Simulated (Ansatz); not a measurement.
BH2(OMe) (CH₅BO), relaxed as a singlet with RKS PBE0-D4/def2-TZVP in Ansatz, starting from the GFN2-xTB geometry. Force threshold 0.02 eV/Å.

Start:

Cartesian coordinates in Å:
```
B -1.1145 -0.0410 0.7640
H -1.1254 1.1337 0.8990
H -1.9272 -0.7325 1.2491
O -0.1914 -0.6653 0.0552
C 0.8749 -0.0370 -0.6082
H 0.8639 -0.3459 -1.6560
H 1.8135 -0.3650 -0.1543
H 0.8063 1.0530 -0.5489
```

**Question.** Estimate the energy that the relaxation releases and the steps that it takes.

**Answer.** 3.1 kJ/mol, in 5 steps; 2.8 s on 4 threads of Arm Neoverse V2 on a shared host. No frequencies were taken in this run, so the end may be a saddle point.

**Question.** Does the start keep its bonding?

**Answer.** By distances, no bond broke or formed. The bond that changes most is B1–H3, from 1.17 to 1.20 Å (atoms count from 1).

**Question.** Predict the relaxed structure.

**Answer.** 
```tsv
atom	x (Å)	y (Å)	z (Å)
B1	-1.116	-0.056	0.756
H2	-1.097	1.146	0.820
H3	-1.958	-0.721	1.285
O4	-0.170	-0.709	0.071
C5	0.878	-0.037	-0.599
H6	0.846	-0.303	-1.658
H7	1.832	-0.367	-0.184
H8	0.786	1.047	-0.491
```
Bond lengths: 1 × C–O 1.41 Å; 1 × B–O 1.34 Å; 3 × C–H 1.09 Å; 2 × B–H 1.20 Å.
